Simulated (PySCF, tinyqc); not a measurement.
Ways to converge the cycle: SCF convergence aids in the sto-3g basis, for CH+, spin multiplicity 1. Computed by the program tinyqc with PySCF. 

Geometry (angstrom):
```
atom,x,y,z
C,0.0000,0.0000,0.0000
H,0.0000,0.0000,1.4240
```

lowest restricted solution found by these runs and by PySCF = -37.430201 hartree

RHF with one setting changed at a time; a run stops when the energy changes by less than 1e-09 hartree and the error matrix is below 1e-5. The start is the Wolfsberg-Helmholz matrix. Damping d keeps d of the old density; a shift (hartree) raises the virtual levels; DIIS n extrapolates F over n matrices.

Largest element of the error matrix X^T (FDS - SDF) X:
```
iteration,plain,damping 0.3,damping 0.6,shift 0.4,DIIS 3,DIIS 8
1,2.5e-01,2.5e-01,2.5e-01,2.5e-01,2.5e-01,2.5e-01
2,1.8e-01,2.0e-01,2.2e-01,2.3e-01,1.8e-01,1.8e-01
3,7.4e-02,1.4e-01,1.9e-01,1.7e-01,4.7e-02,4.7e-02
4,2.4e-02,8.1e-02,1.6e-01,1.1e-01,4.9e-03,4.9e-03
5,7.1e-03,4.5e-02,1.3e-01,6.7e-02,1.1e-03,9.0e-04
6,2.1e-03,2.4e-02,9.8e-02,3.8e-02,4.4e-05,1.9e-04
8,1.9e-04,6.2e-03,5.6e-02,1.1e-02,1.5e-07,1.9e-09
10,1.6e-05,1.6e-03,3.1e-02,3.2e-03,-,-
14,-,1.1e-04,8.6e-03,2.5e-04,-,-
20,-,1.8e-06,1.2e-03,5.8e-06,-,-
30,-,-,4.4e-05,-,-,-
```

How each run ends:
```
run,iterations,E (hartree),state
plain,11,-37.16642,higher
damping 0.3,20,-37.16642,higher
damping 0.6,41,-37.16642,higher
shift 0.4,20,-37.16642,higher
DIIS 3,8,-37.16642,higher
DIIS 8,8,-37.16642,higher
```

No run reaches the lowest restricted solution found. Ending on a higher stationary point: plain, damping 0.3, damping 0.6, shift 0.4, DIIS 3, DIIS 8; a small error matrix cannot reveal that, and an occupation fixed by the start is kept by symmetry or by the shape of the basin. Plain steps already contract here, so damping only slows them. DIIS 3 and DIIS 8 gain by cancelling the error over several earlier matrices, much as a quasi-Newton step does. The restricted reference is unstable here: a spin-polarised solution lies 0.0083 hartree lower (PySCF), so results built on it describe a poor reference.
